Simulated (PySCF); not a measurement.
Molecule: `CC(C)N`, C3H9N.

Mapped SMILES: `[CH3:1][CH:2]([CH3:3])[NH2:4]`; H(Xn) means a hydrogen on atom n.

Geometry PBE0-D3(BJ)/def2-SVP throughout; GIAO in PySCF 2.14, gas phase, one conformer, non-relativistic; equivalent atoms averaged; functional PBE0.

For orientation, 6-311+G(2d,p) gives these shifts δ (against TMS, NH3 at the same level): C2 44.3, C1/C3 25.4, N4 55.6, H(C2) 3.33, H(C1)/H(C3) 0.90, H(N4) 0.33 ppm.

A run gave: C2 44.3, C1/C3 25.2, N4 54.4, H(C2) 3.36, H(C1)/H(C3) 0.99, H(N4) 0.52 ppm (shifts δ (against TMS, NH3 at the same level)).

Which basis set was used in that run?
A. 6-31G*
B. cc-pVDZ
C. 6-31G
D. aug-cc-pVDZ
E. pcSseg-1

## Answers

D. H(N4) tells them apart best: aug-cc-pVDZ gives 0.52, cc-pVDZ gives 0.07, 6-31G gives 0.18, 6-31G* gives 0.15, pcSseg-1 gives 0.34 ppm.
